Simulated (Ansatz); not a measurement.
Reactions of C4H6O2 (`COC1C=CO1`).

Gas-phase electronic energies from Ansatz, PBE0-D4/def2-TZVP geometries. CBS: MP2 limit from def2 TZ/QZ plus the TZ coupled-cluster correction, frozen cores. This one scheme is used for every species, atoms too. DFT in def2-TZVPP. Open shells (•) are unrestricted, without spin–orbit coupling. Spin–orbit coupling would lower the free atoms: a little for C, O. Each species was taken in one conformer, which may not be the lowest.

| reaction | ωB97X-V (kcal/mol) | CCSD/CBS(def2) (kcal/mol) | PBE0-D4 (kcal/mol) | CCSD(T)/CBS(def2) (kcal/mol) |
| --- | --- | --- | --- | --- |
| `COC1C=CO1` → 4 C• + 6 H• + 2 O• | 1192.1 | 1165.3 | 1200.9 | 1188.4 |
| `COC1C=CO1` → `C#COC(C)O` | 3.7 | -0.3 | 4.1 | 0.5 |
| `COC1C=CO1` + H–F → `FC1C=CO1` + CH₃OH | 4.2 | 5.8 | 5.0 | 6.6 |
| `COC1C=CO1` → `CC(=O)/C=C\O` | -50.4 | -50.0 | -53.3 | -51.0 |
| `COC1C=CO1` → `O=CC1(O)CC1` | -29.2 | -28.3 | -30.2 | -27.8 |

Largest T1 diagnostic: 0.017, for `CC(=O)/C=C\O`.
